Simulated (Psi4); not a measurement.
# CAM-B3LYP/6-31G(d) (spherical functions) run of C2HClF2 (SMILES FC(F)=CCl)

What is the energy change on altering one bond length of C2HClF2 at CAM-B3LYP/6-31G* (spherical functions)? 

Program for the calculation: Psi4 1.11.

### 1 The molecule

C2HClF2: 6 atoms, total charge 0, spin state singlet. As SMILES, `FC(F)=CCl`. The shape is that of a PBE0-D4/def2-TZVP optimisation.

Bond lengths: F1–C2 1.312 Å, C2–F3 1.305 Å, C2–C4 1.321 Å, C4–Cl5 1.706 Å, C4–H6 1.079 Å. Angles: F1–C2–F3 111.1°, F1–C2–C4 123.1°, F3–C2–C4 125.8°, C2–C4–Cl5 122.3°, C2–C4–H6 120.1°, Cl5–C4–H6 117.5°.

### 2 A single-point energy at CAM-B3LYP/6-31G(d) (spherical functions)

File job.in:

```
memory 2.2 GB

molecule system {
  0 1
  F      0.901010    -0.810380     1.342040
  C      0.267650    -0.562200     0.220370
  F      0.192510    -1.632620    -0.522730
  C     -0.218360     0.626770    -0.086550
  Cl    -1.039010     0.926430    -1.552100
  H     -0.103800     1.452000     0.598970
  symmetry c1
}

set basis 6-31G*
set puream true
set e_convergence 1e-09
set d_convergence 1e-08
set scf_type pk
set dft_radial_points 99
set dft_spherical_points 590

result, w = energy("cam-b3lyp", return_wfn=True)
```

Run with:

```
psi4 -n 1 job.in job.out
```

job.out:

```text
[...]
  Running in c1 symmetry.
[...]
  Nuclear repulsion =  213.574873883427927
[...]
  Multiplicity = 1
[...]
  Nalpha       = 24
  Nbeta        = 24
[...]
    Number of basis functions: 76
[...]
   @RKS iter   1:  -736.47600565334687   -1.40859e-01   5.50489e-03 DIIS/ADIIS
[...]
   @RKS iter  12:  -736.55185726997047   -3.18323e-12   5.57448e-09 DIIS
[...]
    Orbital Energies [Eh]
    ---------------------
    Doubly Occupied:
       1A   -101.616038     2A    -24.823409     3A    -24.821654
       4A    -10.446927     5A    -10.321545     6A     -9.548777
       7A     -7.313503     8A     -7.302866     9A     -7.302699
      10A     -1.388776    11A     -1.325386    12A     -0.977109
      13A     -0.847049    14A     -0.720815    15A     -0.666499
      16A     -0.614714    17A     -0.614016    18A     -0.534379
      19A     -0.528056    20A     -0.516404    21A     -0.496943
      22A     -0.439212    23A     -0.388722    24A     -0.312254
[...]
  @RKS Final Energy:  -736.55185726997047
   => Energetics <=
    Nuclear Repulsion Energy =            213.5748738834279266
    One-Electron Energy =               -1441.2186047229370160
    Two-Electron Energy =                 536.4998804921166311
    DFT Exchange-Correlation Energy =     -45.4080069225780178
    Empirical Dispersion Energy =           0.0000000000000000
    VV10 Nonlocal Energy =                  0.0000000000000000
    Total Energy =                       -736.5518572699704691
[...]
 Multipole Moments:
 ------------------------------------------------------------------------------------
     Multipole            Electronic (a.u.)      Nuclear  (a.u.)        Total (a.u.)
 ------------------------------------------------------------------------------------
 L = 1.  Multiply by 2.5417464519 to convert [e a0] to [Debye]
 Dipole X            :          0.5912378           -0.4645792            0.1266586
 Dipole Y            :         -2.4081020            2.5935583            0.1854563
 Dipole Z            :         -0.1600539            0.5147756            0.3547216
 Magnitude           :                                                    0.4198379
[...]
```

It took 27 s on 1 thread of Intel Xeon at 2.50GHz (Skylake/Cascade Lake), shared host; peak memory 0.93 GiB.

### 3 The distorted shape: energy and gradient at CAM-B3LYP/6-31G(d) (spherical functions)

File job.in:

```
memory 2200 MB

molecule geom {
  F      0.973904    -0.988707     1.388073
  C      0.340544    -0.740527     0.266403
  F      0.265404    -1.810947    -0.476697
  C     -0.218360     0.626770    -0.086550
  Cl    -1.039010     0.926430    -1.552100
  H     -0.103800     1.452000     0.598970
  symmetry c1
}

set {
  puream               true
  e_convergence        1e-09
  d_convergence        1e-08
  scf_type             pk
  dft_radial_points    99
  dft_spherical_points 590
}

result, w = gradient("cam-b3lyp/6-31G*", return_wfn=True)
oeprop(w, "DIPOLE", "LOWDIN_CHARGES", "QUADRUPOLE", title="CAM-B3LYP")
```

Run with:

```
psi4 job.in job.out -n 1
```

job.out, cut to the lines that bear on the results:

```text
[...]
  Running in c1 symmetry.
[...]
  Nuclear repulsion =  206.006429487950044
[...]
  Multiplicity = 1
[...]
  Nalpha       = 24
  Nbeta        = 24
[...]
    Number of basis functions: 76
[...]
   @RKS iter   1:  -736.42798025597619   -3.44790e-01   5.83817e-03 DIIS/ADIIS
[...]
   @RKS iter  13:  -736.51925084879110   -2.27374e-13   2.45431e-09 DIIS
[...]
  @RKS Final Energy:  -736.51925084879110
   => Energetics <=
    Nuclear Repulsion Energy =            206.0064294879500437
    One-Electron Energy =               -1426.0492210567263101
    Two-Electron Energy =                 528.8359219607712021
    DFT Exchange-Correlation Energy =     -45.3123812407860953
    Empirical Dispersion Energy =           0.0000000000000000
    VV10 Nonlocal Energy =                  0.0000000000000000
    Total Energy =                       -736.5192508487911027
[...]
  -Total Gradient:
     Atom            X                  Y                   Z
    ------   -----------------  -----------------  -----------------
       1        0.002285499261    -0.005465043958     0.001512152784
       2        0.048883127655    -0.122208035886     0.029417751170
       3        0.003003223957    -0.004493753979     0.003479315902
       4       -0.053085938830     0.126253866272    -0.035530015376
       5        0.000927526518     0.003139255183     0.003584981313
       6       -0.002024008062     0.002781691695    -0.002480772209
[...]
 Multipole Moments:
 ------------------------------------------------------------------------------------
     Multipole            Electronic (a.u.)      Nuclear  (a.u.)        Total (a.u.)
 ------------------------------------------------------------------------------------
 L = 1.  Multiply by 2.5417464519 to convert [e a0] to [Debye]
 Dipole X            :          0.6879786           -0.5327459            0.1552327
 Dipole Y            :         -2.6668784            2.7603205            0.0934421
 Dipole Z            :         -0.1112260            0.4717279            0.3605019
 Magnitude           :                                                    0.4034727
 L = 2.  Multiply by 1.3450342976 to convert [e a0^2] to [Debye ang]
 Quadrupole XX       :       -124.6389461           99.2633886          -25.3755575
 Quadrupole XY       :        117.8004991         -117.5315262            0.2689729
[...]
```

Wall time 39 s (1 thread of Intel Xeon at 2.50GHz (Skylake/Cascade Lake), shared host); peak memory 0.91 GiB.

### 4 What came out

At CAM-B3LYP/6-31G* (spherical functions):

```
                                                         quantity          value
                                        first shape: total energy  -736.55186 Eh
                                       first shape: dipole moment         1.07 D
                                         first shape: HOMO energy       -8.50 eV
                                         first shape: LUMO energy        1.85 eV
                                       first shape: HOMO–LUMO gap       10.34 eV
                                    distorted shape: total energy  -736.51925 Eh
                                   distorted shape: dipole moment         1.03 D
                                     distorted shape: HOMO energy       -7.83 eV
                                     distorted shape: LUMO energy        0.73 eV
                                   distorted shape: HOMO–LUMO gap        8.56 eV
                        distorted shape: largest force on an atom     7.276 eV/Å
energy change with the C2–C4 bond stretched from 1.321 to 1.519 Å       0.887 eV
```

What this shows: With the C2–C4 bond stretched from 1.321 to 1.519 Å the energy rises by 0.89 eV (85.6 kJ/mol). The first shape isn't relaxed at this level, so the change isn't measured from a minimum.
